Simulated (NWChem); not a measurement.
All runs are NWChem calculations. System: H2Si (+1), charge 1, spin multiplicity 2, at a geometry optimised with UPBE/def2-SVP. The structure started from a generated list of species. Its SCF solution wasn't tested for a lower state. Level: UMP2/cc-pVQZ, 5 core orbitals frozen.

Job file:

```
start mol
memory heap 200 mb stack 900 mb global 1100 mb
charge 1
geometry units angstroms nocenter noautoz
  Si     0.000000     0.000000     0.094735
  H      1.310258     0.000000    -0.663148
  H     -1.310258     0.000000    -0.663148
  symmetry group C2v
end
basis spherical
  * library cc-pvqz
end
scf
  uhf
  nopen 1
  maxiter 100
  thresh 1e-7
  semidirect memsize 60000000 filesize 0
  # guess.movecs holds the orbitals of an unrestricted PBE0 run
  vectors input guess.movecs output mol.movecs
end
mp2
  freeze core 5
end
task mp2 energy
```

Part of the output:

```
             Northwest Computational Chemistry Package (NWChem) 7.3.0
             --------------------------------------------------------

                                NWChem Input Module
                                -------------------

 Scaling coordinates for geometry "geometry" by  1.889725989
 (inverse scale =  0.529177249)

 Turning off AUTOSYM since
 SYMMETRY directive was detected!

                             Geometry "geometry" -> ""
                             -------------------------

 Output coordinates in angstroms (scale by  1.889725989 to convert to a.u.)

  No.       Tag          Charge          X              Y              Z
 ---- ---------------- ---------- -------------- -------------- --------------
    1 Si                  14.0000     0.00000000     0.00000000     0.09473500
    2 H                    1.0000     1.31025800     0.00000000    -0.66314800
    3 H                    1.0000    -1.31025800     0.00000000    -0.66314800

 Effective nuclear repulsion energy (a.u.)       9.9907763557

            Nuclear Dipole moment (a.u.)
            ----------------------------
        X                 Y               Z
 ---------------- ---------------- ----------------
     0.0000000000     0.0000000000    -0.0000113384

      Symmetry information
      --------------------

 Group name             C2v
 Group number             16
 Group order               4
 No. of unique centers     2

      Symmetry unique atoms

     1    2


 Summary of "ao basis" -> "" (spherical)
 ------------------------------------------------------------------------------
       Tag                 Description            Shells   Functions and Types
 ---------------- ------------------------------  ------  ---------------------
 *                          cc-pvqz                   on all atoms

 Summary of "ao basis" -> "ao basis" (spherical)
 ------------------------------------------------------------------------------
       Tag                 Description            Shells   Functions and Types
 ---------------- ------------------------------  ------  ---------------------
 Si                         cc-pvqz                 17       59   6s5p3d2f1g
 H                          cc-pvqz                 10       30   4s3p2d1f

                                 NWChem SCF Module
                                 -----------------

  ao basis        = "ao basis"
  functions       =   119
  atoms           =     3
  alpha electrons =     8
  beta  electrons =     7
  charge          =   1.00
  wavefunction    = UHF
  use symmetry    = T
  symmetry adapt  = T

 Summary of "ao basis" -> "ao basis" (spherical)
 ------------------------------------------------------------------------------
       Tag                 Description            Shells   Functions and Types
 ---------------- ------------------------------  ------  ---------------------
 Si                         cc-pvqz                 17       59   6s5p3d2f1g
 H                          cc-pvqz                 10       30   4s3p2d1f

      Symmetry analysis of basis
      --------------------------

        a1         44
        a2         17
        b1         34
        b2         24

 Forming initial guess at       0.1s

   Symmetry analysis of molecular orbitals - initial alpha
   -------------------------------------------------------

  Numbering of irreducible representations:

     1 a1          2 a2          3 b1          4 b2

  Orbital symmetries:

     1 a1          2 a1          3 b2          4 a1          5 b1
[...]
    1 Si  14     6.92   1.00  0.99 -0.01  0.20  0.55  0.09  2.98  0.01  0.39  0.60  0.06  0.02  0.03  0.01  0.00  0.00  0.00
    2 H    1     0.54   0.03  0.15  0.29  0.05  0.00  0.00  0.01  0.00  0.00  0.00
    3 H    1     0.54   0.03  0.15  0.29  0.05  0.00  0.00  0.01  0.00  0.00  0.00

   Mulliken analysis of the beta density
   -------------------------------------

    Atom       Charge   Shell Charges
 -----------   ------   -------------------------------------------------------
    1 Si  14     6.14   1.00  0.98 -0.00  0.16  0.39  0.07  3.01 -0.02  0.20  0.27  0.02  0.01  0.03  0.01  0.00  0.00  0.00
    2 H    1     0.43   0.02  0.11  0.23  0.04  0.00  0.00  0.01  0.00  0.00  0.00
    3 H    1     0.43   0.02  0.11  0.23  0.04  0.00  0.00  0.01  0.00  0.00  0.00

   Mulliken analysis of the spin density
   -------------------------------------

    Atom       Charge   Shell Charges
 -----------   ------   -------------------------------------------------------
    1 Si  14     0.78   0.00  0.01 -0.01  0.03  0.16  0.02 -0.03  0.04  0.19  0.33  0.04  0.00  0.01  0.00 -0.00  0.00  0.00
    2 H    1     0.11   0.01  0.03  0.06  0.01 -0.00  0.00 -0.00  0.00  0.00  0.00
    3 H    1     0.11   0.01  0.03  0.06  0.01 -0.00  0.00 -0.00  0.00  0.00  0.00

       Multipole analysis of the density wrt the origin
       ------------------------------------------------

     L   x y z        total         alpha         beta         nuclear
     -   - - -        -----         -----         ----         -------
     0   0 0 0      1.000000     -8.000000     -7.000000     16.000000

     1   1 0 0     -0.000000     -0.000000     -0.000000      0.000000
     1   0 1 0      0.000000      0.000000      0.000000      0.000000
     1   0 0 1      0.030430     -0.437240      0.467682     -0.000011

     2   2 0 0     -7.548156    -10.911337     -8.898254     12.261435
     2   1 1 0      0.000000      0.000000     -0.000000      0.000000
     2   1 0 1     -0.000000     -0.000000     -0.000000      0.000000
     2   0 2 0     -6.534307     -3.893122     -2.641185      0.000000
     2   0 1 1      0.000000      0.000000     -0.000000      0.000000
     2   0 0 2     -8.321235     -8.083437     -3.827348      3.589550

                   NWChem MP2 Semi-direct Energy/Gradient Module
                   ---------------------------------------------

  Basis functions       =    119
  Molecular orbitals    =    119
  Frozen core           =      5
  Frozen virtuals       =      0
  Active alpha occupied =      3
  Active beta occupied  =      2
  Active alpha virtual  =    111
  Active beta virtual   =    112
  Use MO symmetry       = T
  Use skeleton AO sym   = T

  AO/Fock/Back tols     =   1.0D-09  1.0D-09  1.0D-09

 GA uses MA = F    GA memory limited = T

 Available:
  local mem=  1.26D+08
 global mem=  1.44D+08
 local disk=  0.00D+00
  mp2_memr nvloc                   111
  nvloc new                   111
   1 passes of   3:        7340032                      56400                   8078754.
   1 passes of   3: M    126151966           G      144150878           F     118811934.

 Semi-direct pass number   1 of   1  for UHF alpha       at        4.3s
  vrange nnbf                  7114
  mp2_eaftype                    30  avail_ma_in_mb                  1099
 EAF : mp2_eaftype filesize          30    4039377.
  mp2_eaf for mointskh                     30
Node 0 wrote     19.0 Mb in      0.0 s     Agg I/O rate:  1978.2 Mb/s
 Done moints_semi at       12.2s
  mp2_eaftype                    30  avail_ma_in_mb                  1069
 EAF : mp2_eaftype filesize          30    4039377.
  mp2_eaf for kh                    30
 Done maket at       12.2s
 Done multipass loop at       12.2s

 GA uses MA = F    GA memory limited = T

 Available:
  local mem=  1.26D+08
 global mem=  1.44D+08
 local disk=  0.00D+00
  mp2_memr nvloc                   112
  nvloc new                   112
   1 passes of   2:        7340032                      47395                   5442305.
   1 passes of   2: M    126151966           G      144150878           F     118811934.

 Semi-direct pass number   1 of   1  for UHF beta        at       12.3s
  vrange nnbf                  7114
  mp2_eaftype                    20  avail_ma_in_mb                  1099
 EAF : mp2_eaftype filesize          20    2721153.
  mp2_eaf for mointskh                     20
Node 0 wrote     12.7 Mb in      0.0 s     Agg I/O rate:  1656.4 Mb/s
 Done moints_semi at       20.2s
  mp2_eaftype                    20  avail_ma_in_mb                  1079
 EAF : mp2_eaftype filesize          20    2721153.
  mp2_eaf for kh                    20
 Done maket at       20.3s
 Done multipass loop at       20.3s

          -------------------------------------------
          SCF energy                -289.743436950663
          Correlation energy          -0.080857711381
          Singlet pairs                0.000000000000
          Triplet pairs                0.000000000000
          Total MP2 energy          -289.824294662044
          -------------------------------------------

          ---------------------------------------------------
                    Spin Component Scaled (SCS) MP2
          Same spin pairs                     -0.006646507286
          Same spin scaling factor             0.333333333333
          Opposite spin pairs                 -0.074211204095
          Opposite spin scaling fact.          1.200000000000
          SCS-MP2 correlation energy          -0.091268947342
          Total SCS-MP2 energy              -289.834705898005
          ---------------------------------------------------

 -----------------------
 Performance information
 -----------------------

 Timer overhead =  1.70D-07 seconds/call

               Nr. of calls         CPU time (s)                 Wall time (s)                GFlops
             ---------------    -------------------     ------------------------------   -------------------
Name         Min   Avg   Max    Min     Avg     Max     Min     Avg     Max   Mx/calls   Min     Max     Sum
mp2: moin     2     2     2    16.     16.     16.      16.     16.     16.     7.9      0.0     0.0     0.0
mp2: make     2     2     2   8.55E-2 8.55E-2 8.55E-2  8.55E-2 8.55E-2 8.55E-2 4.28E-2   0.0     0.0     0.0
mp2: tota     1     1     1    16.     16.     16.      16.     16.     16.     16.      0.0     0.0     0.0

 The average no. of pstat calls per process was 5.00D+00
 with a timing overhead of 8.52D-07s

 Task  times  cpu:       20.2s     wall:       20.2s

 Total times  cpu:       20.3s     wall:       20.3s
```
